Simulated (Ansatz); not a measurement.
## Structure relaxation of Ti4BeP

These are results of Ansatz, DFT PBE, scalar-relativistic, plane waves, PAW, not measurements. Cutoff 420 eV, Γ-centred k mesh, Gaussian smearing, no spin polarisation in the final step.

The start puts Ti4BeP on the sites of a reported RbAlF4 cell (P4/mmm, No. 123), with Be in place of Rb, P in place of Al, Ti in place of F, at a guessed volume.

```
CELL_PARAMETERS angstrom
3.53965 0.00000 0.00000
0.00000 3.53965 0.00000
0.00000 0.00000 6.10108
ATOMIC_POSITIONS crystal
Ti 0.50000 0.00000 0.00000
Ti 0.00000 0.50000 0.00000
Ti 0.00000 0.00000 0.27700
Ti 0.00000 0.00000 0.72300
Be 0.50000 0.50000 0.50000
P 0.00000 0.00000 0.00000
```

Cell and atoms relax at zero pressure; the relaxation can't lower the symmetry of the start. After a coarse first stage the cell is made exact in the group found at 0.06 Å.

Formation energies are uncorrected and refer to the elements' standard structures at the same level.

Task: Describe the relaxed structure.

Result: It keeps P4/mmm (No. 123). Conventional cell: a = 4.417 Å, c = 6.671 Å. Around Ti on Wyckoff site f (2 atoms of the primitive cell) lie 2 P at 2.21 Å; around Ti on Wyckoff site g (2 atoms of the primitive cell) lie 1 Ti at 1.98 Å and 1 P at 2.35 Å; Be has 8 Ti at 3.28 Å; P is coordinated by 4 Ti at 2.21 Å and 2 Ti at 2.35 Å.

```
Ti Be P
1.0
     4.41744    0.00000    0.00000
     0.00000    4.41744    0.00000
     0.00000    0.00000    6.67099
Ti Be P
4 1 1
Direct
  0.50000 0.00000 0.00000
  0.00000 0.50000 0.00000
  0.00000 0.00000 0.35191
  0.00000 0.00000 0.64809
  0.50000 0.50000 0.50000
  0.00000 0.00000 0.00000
```

Task: What are its volume, energy, density and gap?

Result: The volume per atom is 21.70 Å³. The density is 2.95 g/cm³, the energy over the elements is 0.88 eV/atom and the gap on the 8×8×6 mesh is 0 eV (a metal).

The final run used a 8×8×6 mesh on its 6-atom cell and 0.10 eV smearing. The k mesh leaves about 4 meV/atom of noise in metals. Symmetry constrained the relaxation, so the result can be a saddle point. The steps took roughly 3 core-minutes in all.